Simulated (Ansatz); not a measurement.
A run of Ansatz (development build ahead of 0.2.0) on singlet Si₂C at this shape:

```yaml
atoms:
  - { symbol: Si, position_ang: [0.0000, 0.2470, -1.5276] }
  - { symbol: C, position_ang: [0.0000, -0.4941, 0.0000] }
  - { symbol: Si, position_ang: [0.0000, 0.2470, 1.5276] }
```

Its results:

```json
{"Converged": "yes", "Reference energy": "-615.39805 hartree", "Correlation energy": "-0.32006 hartree", "Total energy": "-615.71811 hartree", "Stability test": "minimum among restricted orbitals"}
```

Task: Which input gives this output? Name the method, the orbitals and the basis set, and write the input.

Result: RHF-CCSD(T) in def2-SVP. An unrestricted run that stays on the closed shell gives the same numbers.

```yaml
crystal:
  periodic: [false, false, false]
  atoms:
    - { symbol: Si, position_ang: [0.0, 0.24703, -1.52757] }
    - { symbol: C, position_ang: [0.0, -0.49406, 0.0] }
    - { symbol: Si, position_ang: [0.0, 0.24703, 1.52757] }
basis:
  gaussian: { orbitals: def2-SVP }
hamiltonian:
  xc: hf
correlation:
  method: ccsd_t
  frozen_orbitals: { C: 1, Si: 5 }
```
